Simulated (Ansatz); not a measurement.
Two isomers of C4H6O: A = `C1=CCOC1`, B = `C=C/C=C\O`.

Gas-phase electronic energies from Ansatz, PBE0-D4/def2-TZVP geometries. CCSD(T)/CBS adds triple-zeta CCSD(T) − MP2 to the extrapolated MP2 energy (def2 sets, frozen cores). This one scheme is used for every species. DFT in def2-TZVPP. One conformer a species, not always the lowest.

Task: Which isomer does CCSD(T)/CBS put lower? Give the gap. (An estimate is asked.)

Result: The calculation gave: A, by 1.4 kcal/mol.

Task: Give E(B) − E(A) in kcal/mol with CCSD/def2-TZVPP, PBE0-D4, CCSD(T)/def2-TZVPP, r2SCAN-D4, B2PLYP, HF/def2-TZVPP, MP2/def2-TZVPP. (Best estimate.)

Result: The calculation gave: CCSD/def2-TZVPP 2.8, PBE0-D4 3.0, CCSD(T)/def2-TZVPP 1.7, r2SCAN-D4 -0.3, B2PLYP -0.6, HF/def2-TZVPP 2.5, MP2/def2-TZVPP 2.1. The order is the other way round with r2SCAN-D4, B2PLYP.

Largest T1 diagnostic: 0.012.

From PBE to PBE0 (25 % exact exchange), in def2-TZVPP and without D4, E(B) − E(A) moves by +3.7 kcal/mol.
